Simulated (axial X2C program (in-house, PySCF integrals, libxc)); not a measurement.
BO⁻: from the spin-free to the two-component result

Calculated with an axial X2C code built on PySCF integrals. Spin-free means the one-electron spin-free X2C Hamiltonian; two-component (2c) means X2C with spin–orbit coupling and atomic mean-field two-electron Coulomb and Gaunt terms, so the difference of the two also holds small scalar two-electron terms. Basis: O dyall-av3z [7s6p3d2f], B dyall-av3z [8s7p3d2f] (cores contracted in-house); Gaussian nuclei, density fitting, unrestricted open shells. Masses: O 15.995 u, B 11.009 u.

Spin-free state: M_S = 0, Λ = 0 (closed shell); fragments O- + B for PBE0, MP2, CCSD, CCSD(T), BLYP; O + B- for HF.

```json
{"level": "PBE0", "Re (Å)": "1.232", "ωe (cm⁻¹)": "1752.0", "De (eV)": "9.452", "μ (D)": "-2.40"}
{"level": "HF", "Re (Å)": "1.216", "ωe (cm⁻¹)": "1861.3", "De (eV)": "n/a", "μ (D)": "-2.18"}
{"level": "MP2", "Re (Å)": "1.248", "ωe (cm⁻¹)": "1672.3", "De (eV)": "9.812", "μ (D)": "n/a"}
{"level": "CCSD", "Re (Å)": "1.239", "ωe (cm⁻¹)": "1730.4", "De (eV)": "9.169", "μ (D)": "n/a"}
{"level": "CCSD(T)", "Re (Å)": "1.246", "ωe (cm⁻¹)": "1691.9", "De (eV)": "9.327", "μ (D)": "n/a"}
{"level": "BLYP", "Re (Å)": "1.244", "ωe (cm⁻¹)": "1673.5", "De (eV)": "9.298", "μ (D)": "-2.44"}
```

Correlated methods: 10 electrons correlated (number of frozen shells: O 1 s; B 1 s), 206 virtual spin orbitals or spinors in MP2, 88 natural virtuals in coupled cluster.

Dipoles are positive if B is the positive end and refer to the centre of mass.

Two-component determinant lowest at the distance of the search:

Ω = 0 (closed shell); fragments O- + B for PBE0, MP2, CCSD, CCSD(T), BLYP; O + B- for HF.

```tsv
level	Re (Å)	ωe (cm⁻¹)	De (eV)	μ (D)
PBE0	1.232	1752.2	9.454	-2.40
HF	1.216	1861.4	n/a	-2.18
MP2	1.248	1672.4	9.813	n/a
CCSD	1.239	1729.6	9.167	n/a
CCSD(T)	1.246	1690.9	9.326	n/a
BLYP	1.244	1673.6	9.299	-2.44
```

(1) From the two tables, how do the constants change at the CCSD(T) level (2c against spin-free)?

The state is one determinant whose occupation by symmetry is held fixed; it was picked as the lowest of a PBE0 search that is not exhaustive. Closed shells are restricted here (equal orbitals for both partners); the stretched side of such a curve lies too high. De is counted from the lowest determinant-based energies of the atoms at the same level, without counterpoise correction. De is not given where an atomic determinant may have missed its ground term or J level, or where the truncated virtual space spoils (T). Coupled cluster ran in a truncated set of natural virtual spinors; the MP2 energy of the rest was added. (T) has no such correction and the atoms are truncated less, which lowers De at CCSD(T) by a hundredth of an eV or more. The 2c atoms are single determinants rather than J levels; their spin–orbit lowering is only partly caught, and De is too large by that part. This holds for PBE0, BLYP. The functionals have no current-density term, which raises determinants with orbital currents, atoms included. The highest occupied level of some functionals is positive through self-interaction error; at Hartree–Fock it is bound.

Results:

(1) At the CCSD(T) level Re is unchanged within 0.001 Å and ωe goes down by 1.0 cm⁻¹; De changes by -0.001 eV.
